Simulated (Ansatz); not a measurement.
# Al2HO (quartet): the correlation ladder, cc-pVDZ

One table from this session's results is given with a row withheld; the runs are named, their logs left out.

Method: cc-pVDZ, core rule «outside noble gas», up to 11 orbitals frozen; program: Ansatz 0.2.0, Gaussian basis.

Plan: UHF; CCSD(T) on ROHF; CCSD(T) on UHF; BCCD(T) on ROHF; CISD; CCSDT(Q) on ROHF; CCSDT(Q) on UHF.

17 further runs of the same task are left out: 5 that didn't finish, 12 set aside as unsound or not needed.

### The geometry

The geometry is a PBE0/def2-TZVP stationary point (not a proven minimum).

4 atoms, charge 0, spin multiplicity 4.

Atoms are counted from 1 here; the program's logs count them from 0.

Bond lengths: Al1–O2 1.691 Å, Al1–H4 1.610 Å, O2–Al3 1.688 Å. Angles: O2–Al1–H4 116.0°, Al1–O2–Al3 173.6°.

The first run:

in.yaml reads:

```yaml
crystal:
  periodic: [false, false, false]
  atoms:
    - {symbol: Al, position_ang: [0.000000, -0.111408, 1.648884]}
    - {symbol: O, position_ang: [0.000000, 0.054822, -0.034166]}
    - {symbol: Al, position_ang: [0.000000, 0.031868, -1.721810]}
    - {symbol: H, position_ang: [0.000000, 1.258991, 2.494483]}
basis:
  gaussian: {orbitals: cc-pVDZ}
magnetization: {spin_polarized: true, initial_magnetization: 3}
hamiltonian: {xc: hf}
output: {orbitals: {seedname: orbitals}}
```

Launch:

```sh
$ ansatz run in.yaml --threads 1 --pin off --events-out ev --progress --plain --max-ram 2393MiB
```

Among the steps run: UHF; CCSD(T) on ROHF; CCSD(T) on UHF; BCCD(T) on ROHF; CISD; CCSDT(Q) on ROHF; CCSDT(Q) on UHF.

One of the session's tables, all rows but one given; the rest of the session is left out.

```
   method  from UCCSDT(Q) (kcal/mol)
     ROHF                    +174.16
      UHF                    +173.01
     RMP2                     +15.42
     UMP2                     +15.00
     CISD                          ?
    RCCSD                      +5.71
    UCCSD                      +5.67
 RCCSD(T)                      +1.10
 UCCSD(T)                      +1.07
  BCCD(T)                      +0.99
   RCCSDT                      +0.57
   UCCSDT                      +0.55
RCCSDT(Q)                      +0.14
UCCSDT(Q)                          0
```

**Question.** Estimate the row for CISD.

As computed: from UCCSDT(Q) (kcal/mol): +18.43. In the column «from UCCSDT(Q) (kcal/mol)» it lies between RMP2 (+15.42) and UHF (+173.01).

With the free atoms at the same levels and basis (separate runs), the atomisation energy is 7.804 eV at UCCSDT(Q), 7.784 eV at RCCSD(T), 7.782 eV at UCCSD(T), 6.391 eV at ROHF.

Caveats from the session: Restricted and unrestricted rows rest on different reference determinants; where their highest levels disagree by more than a few hundredths of an eV, they describe different states and don't form one ladder.
